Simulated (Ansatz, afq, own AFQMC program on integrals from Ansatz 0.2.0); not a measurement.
# Where AFQMC and coupled cluster stand for AlH$_{3}$, singlet

```yaml
atoms:
  - { symbol: Al, position_ang: [-0.0053, 0.0090, 0.0000] }
  - { symbol: H, position_ang: [1.5805, 0.0241, -0.0001] }
  - { symbol: H, position_ang: [-0.6528, 1.1062, -0.0023] }
  - { symbol: H, position_ang: [-0.7852, -1.3718, 0.0029] }
```

Basis cc-pVDZ. Noble-gas cores (and the filled d shells of Ga–Kr and In–Xe) are frozen. Integrals, coupled cluster, full CI and functionals: Ansatz 0.2.0; the random walks run on the same integrals in our own AFQMC program. The CISD trial takes its coefficients from CCSD amplitudes. Released means that phaseless walkers are propagated on without the constraint, phases kept. Error bars are statistical, one sigma.

Determinant: RHF, the one that the program's search chose, which needn't be the lowest solution. The geometry is a point of a scan.

Full CI on the same integrals is exact in this basis and with this determinant's frozen core.

* T1 diagnostic: 0.0080
* weight of the determinant in the CISD state: 0.941
* size of the correlated space: 6 electrons in 28 orbitals

Reference: full CI, correlation energy -2.808 eV. The released energy is read at 2.40 1/Eh (meV from the phaseless value at times in 1/Eh: -0.7 ± 0.9 at 0.24, -0.8 ± 0.6 at 0.51, -0.9 ± 0.5 at 0.99, -0.7 ± 0.4 at 1.62, -0.9 ± 0.4 at 2.40).

```tsv
level	E − E(reference) (kcal/mol)	share of correlation (%)
HF	64.76	0.00
MP2	16.10	75.14
CCSD	0.86	98.67
CCSD(T)	0.23	99.65
CCSDT	0.02	99.97
CCSDT(Q)	0.00	99.99
CCSDTQ	0.00	100.00
ph-AFQMC/CISD	0.02 ± 0.02	99.97
released AFQMC	0.00 ± 0.009	100.00
```

CCSDT and higher add their correlation energy to the determinant of the CCSD(T) run, since their own runs factorise the integrals more tightly (a shift of under 2 meV). A walk keeps the symmetry of its determinant, which the program's search chose and which needn't be the lowest solution, so a lower state of the same spin and another symmetry isn't excluded. Released energies are given only where the last usable release times agree within the noise; a slower fall can still hide under it.
